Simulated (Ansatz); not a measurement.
Molecule: F2, charge 0, multiplicity 1. SMILES: FF
Geometry: optimised at B3LYP-D3(BJ)/def2-TZVP (Ansatz, a first-principles code).

Wanted: enthalpy of formation at 298 K, in kcal/mol. Conventions: non-relativistic; no spin-orbit coupling; UHF or UKS for open shells; 6-31G* and kin with 6d, 5d where marked. Ab initio and DFT rows: single points at B3LYP-D3(BJ) geometries (Ansatz), with unscaled harmonic terms from B3LYP/6-31G* at its own minima, enthalpies of formation by atomisation with measured atoms.

```
species  coefficient  E at B3LYP/6-31G* (Ansatz), Eh  E at PBE/def2-TZVPD (Ansatz), Eh  H(298 K) - E, kcal/mol
-------  -----------  ------------------------------  --------------------------------  ----------------------
FF                +1                      -199.49821                        -199.42454                    3.61
F atom            -2                       -99.71553                         -99.67049                       -
```

The atoms take no thermal term, since their enthalpies of formation at 0 K are used: the result is the sum of coefficient times E, plus the molecule's thermal term, plus number times (enthalpy of formation minus H(298) - H(0)) over the atoms. Measured values of the atoms (G2/97 table in ASE), kcal/mol:

```csv
atom,number,enthalpy of formation of the gas at 0 K,H(298) - H(0) of the element's standard state
F,2,18.47,1.05
```

Measured values: Active Thermochemical Tables 1.112 (ions: stationary electron), as tabulated in the package chemicals; they hold spin-orbit and core effects, anharmonicity.  Value to compare with, the measured value: 0.0 kcal/mol. 1 Eh = 627.5095 kcal/mol.

Question: Work the quantity out at each level, and compare with the measured value.

Answer: 
- B3LYP/6-31G*: the sum of coefficient times E is -0.06715 Eh, or -42.14 kcal/mol; the thermal terms add 3.61; the atoms' measured terms add 34.84. Result: -3.7 kcal/mol. Its error against the measured value is -3.7 kcal/mol.
- PBE/def2-TZVPD: the sum of coefficient times E is -0.08356 Eh, or -52.43 kcal/mol; the thermal terms add 3.61; the atoms' measured terms add 34.84. Result: -14.0 kcal/mol. Its error against the measured value is -14.0 kcal/mol.
